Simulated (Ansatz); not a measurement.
Basis-set extrapolation for C$_{2}$H$_{7}$NOS (`NCSCO`) (PBE0-D4/def2-TZVP geometry, frozen core, the Gaussian-basis code of Ansatz). Multiplicity 1, RHF reference.

|  | def2-TZVPP | def2-QZVPP |
| --- | --- | --- |
| HF | -606.734929 | -606.756445 |
| MP2 correlation | -0.980379 | -1.054036 |
| CCSD(T) correlation | -1.065054 | not run |

Energies in hartree. Use E(X) = E(∞) + A·exp(−7.88·√X) for Hartree–Fock and E(X) = E(∞) + B·X^(−2.97) for correlation, with X = 3 and 4, and add CCSD(T) minus MP2 of the smaller set to the MP2 limit.

**Question.** What is the CCSD(T) energy at the basis-set limit?

**Answer.** HF limit: -606.756445 + (-0.021516) × 0.13774 = -606.75941. MP2 limit: -1.054036 + (-0.073657) × 0.74074 = -1.10860. Higher-order term: -1.065054 − (-0.980379) = -0.08467. Total: -607.95268 hartree, 400.9 kJ/mol below CCSD(T)/def2-TZVPP.
